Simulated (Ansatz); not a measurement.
The cluster Li₂H₂⁺ (the lowest doublet isomer of a short search). Charge 1, multiplicity 2. Geometry PBE-D4/def2-TZVP, basis def2-TZVP, Ansatz.

Cartesian coordinates in Å:
```
Li -1.3647 -0.6437 -0.6144
Li 1.3714 0.6352 0.6082
H 0.1849 0.1677 -0.5895
H -0.1916 -0.1591 0.5957
```

| run | HOMO (eV) | LUMO (eV) |
| --- | --- | --- |
| A | -8.88 | -7.30 |
| B | -11.01 | -5.66 |
| C | -9.54 | -6.38 |
| D | -9.96 | -6.33 |
| E | -9.12 | -6.73 |
| F | -8.80 | -7.43 |

In the doublet, H3 and H4 lie 1.29 Å apart (atoms count from 1), so these atoms are partly bonded to each other. The structure comes from a short search, and lower isomers may exist.

HOMO and LUMO are taken over both spins.

The runs used BHLYP, BLYP, PBE, PBE0, r2SCAN, r2SCANh. Estimate which is which.

A PBE (0 % exact exchange); B BHLYP (50 % exact exchange); C r2SCANh (10 % exact exchange); D PBE0 (25 % exact exchange); E r2SCAN (0 % exact exchange); F BLYP (0 % exact exchange). Exact exchange lowers occupied and raises empty levels; among semilocal functionals meta-GGAs tend to open the gap a little, and such runs are hard to tell apart. The gap grows from 1.37 eV (BLYP) to 5.35 eV (BHLYP).
